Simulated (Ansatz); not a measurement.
# FH6PSi: the cost of one run

Program: Ansatz 0.2.0. Level of theory: RKS PBE-D4/def2-SVP. These are calculated values, not measurements.

## Step 1: Starting point

Bond lengths: Si1–F2 1.940 Å, Si1–H3 1.460 Å, Si1–H4 1.459 Å, Si1–H5 1.459 Å, Si1–P6 2.480 Å, P6–H7 1.420 Å, P6–H8 1.420 Å, P6–H9 1.610 Å. Angles (14 of 16 angles, heavy atoms first): F2–Si1–P6 71.6°, F2–Si1–H3 109.5°, F2–Si1–H4 109.5°, F2–Si1–H5 109.5°, H3–Si1–P6 178.9°, H4–Si1–P6 70.0°, H5–Si1–P6 70.0°, Si1–P6–H7 109.5°, Si1–P6–H8 109.5°, Si1–P6–H9 60.7°, H3–Si1–H4 109.5°, H3–Si1–H5 109.5°, H4–Si1–H5 109.5°, H7–P6–H8 109.4°.

Coordinates:

```xyz
9

Si    0.0000    0.0000    0.0000
F     0.0000    0.0000    1.9400
H     1.3768    0.0000   -0.4862
H    -0.6877    1.1914   -0.4862
H    -0.6877   -1.1914   -0.4862
P    -2.3535    0.0000    0.7820
H    -3.1199   -0.8853   -0.0213
H    -2.4033   -0.4268    2.1354
H    -1.1633    0.0000    1.8666
```

## Step 2: Pulling towards end A

Springs on the bonds that form and break draw the guess towards this end; the thresholds are loose.

Input file input.yaml:

```yaml
crystal:
  periodic: [false, false, false]
  atoms:
    - { symbol: Si, position_ang: [0.0, 0.0, 0.0] }
    - { symbol: F, position_ang: [0.0, 0.0, 1.94] }
    - { symbol: H, position_ang: [1.3768, 0.0, -0.4862] }
    - { symbol: H, position_ang: [-0.6877, 1.1914, -0.4862] }
    - { symbol: H, position_ang: [-0.6877, -1.1914, -0.4862] }
    - { symbol: P, position_ang: [-2.3535, 0.0, 0.782] }
    - { symbol: H, position_ang: [-3.1199, -0.8853, -0.0213] }
    - { symbol: H, position_ang: [-2.4033, -0.4268, 2.1354] }
    - { symbol: H, position_ang: [-1.1633, 0.0, 1.8666] }
basis:
  gaussian: { orbitals: def2-SVP }
hamiltonian:
  xc: pbe
  dispersion: d4
relax:
  f_tol: 0.15
  max_steps: 25
  restrain:
    - { distance: [0, 5], at: 3.38, k: 30.0 }
    - { distance: [8, 1], at: 2.12, k: 30.0 }
    - { distance: [0, 1], at: 1.59, k: 30.0 }
    - { distance: [8, 5], at: 1.42, k: 30.0 }
```

The run is started by

```console
> ansatz run input.yaml --threads 1 --pin off --max-ram 2048MiB --backend cpu --events-out ev --progress --plain --runs-dir out
```

What time and memory should one allow on 1 thread of Arm Neoverse V2, shared host?

About 24 s, with a peak of 0.14 GiB.
